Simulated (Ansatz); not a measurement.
One change: `C=CCF` becomes `C=CC(F)Cl`.

Ansatz, PBE0-D4/def2-TZVP geometries, multiplicity 1. Each molecule was computed in one conformer, which needn't be the lowest.

| property | `C=CCF` |
| --- | --- |
| zero-point energy (PBE0-D4/def2-TZVP) / kJ/mol | 192.0 |
| LUMO energy (PBE0/def2-TZVPP) / eV | 0.18 |
| size of the dipole moment (ωB97M-V/def2-TZVPP) / D | 1.69 |
| HOMO–LUMO gap (ωB97M-V/def2-TZVPP) / eV | 12.26 |
| HOMO–LUMO gap (B3LYP/def2-TZVPP) / eV | 7.39 |
| LUMO energy (B3LYP/def2-TZVPP) / eV | -0.08 |

Q: What does the change do to each property? (An estimate is asked.)

A: Ansatz gave: 
```csv
property,`C=CC(F)Cl`,shift
zero-point energy (PBE0-D4/def2-TZVP) / kJ/mol,168.3,-23.7
LUMO energy (PBE0/def2-TZVPP) / eV,-0.66,-0.84
size of the dipole moment (ωB97M-V/def2-TZVPP) / D,1.99,0.30
HOMO–LUMO gap (ωB97M-V/def2-TZVPP) / eV,11.93,-0.33
HOMO–LUMO gap (B3LYP/def2-TZVPP) / eV,7.06,-0.33
LUMO energy (B3LYP/def2-TZVPP) / eV,-0.90,-0.82
```

With PBE0 the HOMO falls by 0.52 eV and the LUMO falls by 0.84 eV, so the gap narrows by about 0.32 eV. PBE moves the HOMO by -0.51 eV and ωB97M-V by -0.49 eV. Dipoles are sizes alone; their direction can turn.

B3LYP here is the variant with VWN-RPA as its local correlation; programs differ in this.
